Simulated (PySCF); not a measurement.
Consider 1,1-difluoroethane, `CC(F)F` (C2H4F2). Optimised structure (Å), atoms numbered from 1:
```
C    -0.7373   -0.2273    0.1056
C     0.6924    0.2038   -0.0372
F     1.3443   -0.6162   -0.8960
F     0.7511    1.4575   -0.5447
H    -1.2177   -0.2085   -0.8832
H    -0.7894   -1.2470    0.5110
H    -1.2746    0.4548    0.7784
H     1.2487    0.2003    0.9177
```

Level of theory: ωB97X-D3(BJ)/ma-def2-TZVP single points in PySCF, grid level 2; every species was optimised with PBE0-D3(BJ)/def2-SVP. Thermal corrections: PBE0-D3(BJ)/def2-SVP frequencies, unscaled, ideal gas at 298.15 K and 1 bar, quasi-RRHO entropy.

Task: What are the vertical and the adiabatic ionisation energy for forming the radical cation?

Result: 12.50 eV vertical and 11.63 eV adiabatic, the latter with zero-point energy.

Task: Where does the unpaired spin of the relaxed radical cation sit?

Result: C1 (methyl carbon) 0.41, C2 (methine carbon) 0.23, F3 (fluorine) 0.13, F4 (fluorine) 0.13 (intrinsic atomic orbital populations).

Task: How far is −ε(HOMO) from the vertical value by ΔSCF?

Result: −ε(HOMO) = 12.24 eV, which is 0.25 eV below the ΔSCF value.

Differences come from unrounded values, so a last digit can differ from that of the printed terms.
